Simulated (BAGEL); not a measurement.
**HF/def2-TZVPP (density fitting with qzvpp-jkfit) run of BHF2 (SMILES FBF)**

Aim: the vertical ionisation energy of BHF2 at HF/def2-TZVPP (density fitting with qzvpp-jkfit), from 2 runs. 

The calculation is run with BAGEL 1.2.2.

17 further runs of the same task are left out: 17 set aside as unsound or not needed.

## (1) The structure to begin with

The species is BHF2 (4 atoms), meant as a singlet with charge 0. SMILES: `FBF`. The coordinates come from a PBE0-D4/def2-TZVP relaxation.

Bond lengths: F1–B2 1.313 Å, B2–F3 1.313 Å, B2–H4 1.191 Å. Angles: F1–B2–F3 118.1°, F1–B2–H4 121.0°, F3–B2–H4 121.0°.

## (2) The energy at HF/def2-TZVPP (density fitting with qzvpp-jkfit)

The input, input.json:

```json
{ "bagel" : [

{
  "title" : "molecule",
  "basis" : "tzvpp",
  "df_basis" : "qzvpp-jkfit",
  "angstrom" : true,
  "geometry" : [
    { "atom" : "F", "xyz" : [    1.154300,    0.456900,   -0.361900 ] },
    { "atom" : "B", "xyz" : [   -0.001900,   -0.031000,    0.025200 ] },
    { "atom" : "F", "xyz" : [   -1.095400,    0.528700,   -0.438900 ] },
    { "atom" : "H", "xyz" : [   -0.057000,   -0.954600,    0.775600 ] }
  ]
},
{
  "title" : "hf"
},
{
  "title" : "print",
  "file" : "orbitals.molden",
  "orbitals" : true
}

]}
```

Run with:

```
BAGEL_NUM_THREADS=1 BAGEL input.json > input.out
```

The program printed:

```text
* using 1 threads per process

  ===============================================================
  ===============================================================

  *** Geometry ***

  { "atom" : "F", "xyz" : [      2.181311,      0.863416,     -0.683892 ] },
  { "atom" : "B", "xyz" : [     -0.003590,     -0.058582,      0.047621 ] },
  { "atom" : "F", "xyz" : [     -2.070006,      0.999098,     -0.829401 ] },
  { "atom" : "H", "xyz" : [     -0.107714,     -1.803933,      1.465672 ] },

  Number of auxiliary basis functions:      247

  Since a DF basis is specified, we compute 2- and 3-index integrals:
    o Being stored without compression. Storage requirement is 0.023 GB

  Number of basis functions:      107
  Number of electrons      :       24

    * METHOD: MOLECULE                             0.08

  *** RHF ***

  === Nuclear Repulsion ===
    61.8885547595

      * DIIS with orbital gradients will be used.

  === RHF iteration (tzvpp) ===
      0       -224.14088061          0.02555236           0.02
      1       -224.28104064          0.01687668           0.02
      2       -224.36516027          0.00132011           0.02
      3       -224.36604224          0.00014119           0.02
      4       -224.36605553          0.00002752           0.02
      5       -224.36605610          0.00000606           0.02
      6       -224.36605613          0.00000143           0.02
      7       -224.36605613          0.00000024           0.02
      8       -224.36605613          0.00000011           0.02
      9       -224.36605613          0.00000002           0.02
     10       -224.36605613          0.00000001           0.02
    * SCF iteration converged.

    * Permanent dipole moment:
           (    0.020956,     0.346818,    -0.281814) a.u.

    * METHOD: HF                                   0.28

    * METHOD: PRINT                                0.01

  ===============================================================
```

Run time: 0.7 s. Hardware: 1 thread of Intel Xeon 6975P-C (Granite Rapids), shared host; peak memory 0.078 GiB.

## (3) The doublet cation at the same level

The input, input.json:

```json
{ "bagel": [

{
  "title": "molecule",
  "basis": "tzvpp",
  "df_basis": "qzvpp-jkfit",
  "angstrom": true,
  "geometry": [
    { "atom": "F", "xyz": [       1.154300,       0.456900,      -0.361900 ] },
    { "atom": "B", "xyz": [      -0.001900,      -0.031000,       0.025200 ] },
    { "atom": "F", "xyz": [      -1.095400,       0.528700,      -0.438900 ] },
    { "atom": "H", "xyz": [      -0.057000,      -0.954600,       0.775600 ] }
  ]
},

{
  "title": "uhf",
  "charge": 1,
  "nopen": 1
},

{
  "title": "print",
  "file": "orbitals.molden",
  "orbitals": true
}

]}
```

Run with:

```
BAGEL_NUM_THREADS=1 BAGEL input.json > input.out
```

The program printed:

```text
* using 1 threads per process

  ===============================================================
  ===============================================================

  *** Geometry ***

  { "atom" : "F", "xyz" : [      2.181311,      0.863416,     -0.683892 ] },
  { "atom" : "B", "xyz" : [     -0.003590,     -0.058582,      0.047621 ] },
  { "atom" : "F", "xyz" : [     -2.070006,      0.999098,     -0.829401 ] },
  { "atom" : "H", "xyz" : [     -0.107714,     -1.803933,      1.465672 ] },

  Number of auxiliary basis functions:      247

  Since a DF basis is specified, we compute 2- and 3-index integrals:
    o Being stored without compression. Storage requirement is 0.023 GB

  Number of basis functions:      107
  Number of electrons      :       24

    * METHOD: MOLECULE                             0.09

  *** Open-shell HF ***

  === Nuclear Repulsion ===
    61.8885547595

      * DIIS with orbital gradients will be used.

  === UHF iteration (tzvpp) ===
      0       -223.57587869          0.05199905           0.05
      1       -223.72171702          0.04026748           0.06
      2       -223.78587833          0.02833912           0.05
      3       -223.84699621          0.00127221           0.06
      4       -223.84767945          0.00044525           0.06
      5       -223.84780146          0.00017167           0.06
      6       -223.84782283          0.00007206           0.05
      7       -223.84782735          0.00003012           0.04
      8       -223.84782873          0.00001847           0.05
      9       -223.84782924          0.00001014           0.04
     10       -223.84782946          0.00000622           0.04
     11       -223.84782953          0.00000176           0.04
     12       -223.84782953          0.00000092           0.04
     13       -223.84782953          0.00000034           0.04
     14       -223.84782953          0.00000009           0.04
     15       -223.84782953          0.00000005           0.04
     16       -223.84782953          0.00000003           0.04
     17       -223.84782953          0.00000002           0.04
     18       -223.84782953          0.00000001           0.04
     19       -223.84782953          0.00000001           0.04
    * SCF iteration converged.

    * S^2 (UHF) is 0.7649

    * Permanent dipole moment:
           (    0.092865,     1.553236,    -1.262025) a.u.

    * METHOD: UHF                                  1.00

    * METHOD: PRINT                                0.01

  ===============================================================
```

It took 1.5 s on 1 thread of Intel Xeon 6975P-C (Granite Rapids), shared host; peak memory 0.079 GiB.

## (4) Results

Level: HF/def2-TZVPP (density fitting with qzvpp-jkfit).

| quantity | value |
| --- | --- |
| singlet BHF2: total energy | -224.36606 Eh |
| singlet BHF2: dipole moment | 1.14 D |
| singlet BHF2: HOMO energy | -15.23 eV |
| singlet BHF2: LUMO energy | 2.89 eV |
| singlet BHF2: HOMO–LUMO gap | 18.12 eV |
| doublet cation: total energy | -223.84783 Eh |
| doublet cation: ⟨S²⟩ | 0.765 |
| vertical ionisation energy (to the doublet cation) | 14.102 eV |

**Reading.** The vertical ionisation energy comes to 14.10 eV (1361 kJ/mol). The negative HOMO energy of the first species, 15.23 eV, lies 1.13 eV above that difference.
